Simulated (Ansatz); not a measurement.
Volume per atom of some elemental solids other than molecular ones

Method: BLYP in Ansatz (PAW). References are measured values corrected to a static lattice.

Values in Å³/atom.

| solid | reference | BLYP | error (%) |
|---|---|---|---|
| hcp Mg | 22.65¶ | 23.45 | +3.5 |
| hcp Ti | 17.50¶ | 17.79 | +1.7 |
| hcp Tl | 27.99¶ | 35.58 | +27 |
| hcp Sc | 24.77¶ | 24.99 | +0.9 |
| body-centred tetragonal In | 25.70¶ | 31.02 | +21 |
| hcp Zr | 23.18¶ | 24.17 | +4.3 |

Over these 6 solids the mean error is +9.7 %, the mean absolute error 9.7 % (median 3.9 %), and the worst case hcp Tl at +27 %; the value is above the reference in 6 of 6 cases.

All these references are brought to a static lattice.

Spin–orbit coupling is left out, also for the solids with elements from indium on (hcp Tl, body-centred tetragonal In); its size isn't shown.

¶ marks references of a special kind: hcp Mg, 22.65 Å³/atom (measured, copied from a table, unchecked, extrapolated to 0 K and zero-point effects removed; as tabulated in Lejaeghere et al. (2013), arXiv:1204.2733); hcp Ti, 17.50 Å³/atom (measured, copied from a table, unchecked, extrapolated to 0 K and zero-point effects removed; as tabulated in Lejaeghere et al. (2013), arXiv:1204.2733); hcp Tl, 27.99 Å³/atom (measured, copied from a table, unchecked, extrapolated to 0 K and zero-point effects removed; as tabulated in Lejaeghere et al. (2013), arXiv:1204.2733); hcp Sc, 24.77 Å³/atom (measured, copied from a table, unchecked, extrapolated to 0 K and zero-point effects removed; as tabulated in Lejaeghere et al. (2013), arXiv:1204.2733); body-centred tetragonal In, 25.70 Å³/atom (measured, copied from a table, unchecked, extrapolated to 0 K and zero-point effects removed; as tabulated in Lejaeghere et al. (2013), arXiv:1204.2733); hcp Zr, 23.18 Å³/atom (measured, copied from a table, unchecked, extrapolated to 0 K and zero-point effects removed; as tabulated in Lejaeghere et al. (2013), arXiv:1204.2733).

Differences are worked out from the printed values.

Caveats: the cell is over a tenth larger than the published one: the level's own overestimate first of all, though another phase or state, or a fault of the published cell, is possible (hcp Tl, body-centred tetragonal In). Ansatz's density-functional and Hartree–Fock values are scalar-relativistic unless marked +SOC, with PAW data made under PBE.

Ansatz's runs of these crystals have no spin polarisation.

Not in this set, of the elemental solids other than molecular ones with a reference value in our tables and a result at some level: 8 for no value at BLYP (not run, a failed fit, an unstable or unbound cell, or a value held back for tests); 2 for a published cell of unstated conditions; 2 for a reference at room or unstated temperature; 2 for a cell known from the COD alone. These can be a level's best or worst cases. Solids without a released value at any level aren't counted. Cubic solids are told by their lattice constant and aren't counted here. Layered and molecular crystals are counted apart. The metals Ce to Yb are counted apart.

References as tabulated in Lejaeghere et al. (2013), arXiv:1204.2733.

Ansatz is a quantum-chemistry and plane-wave program.
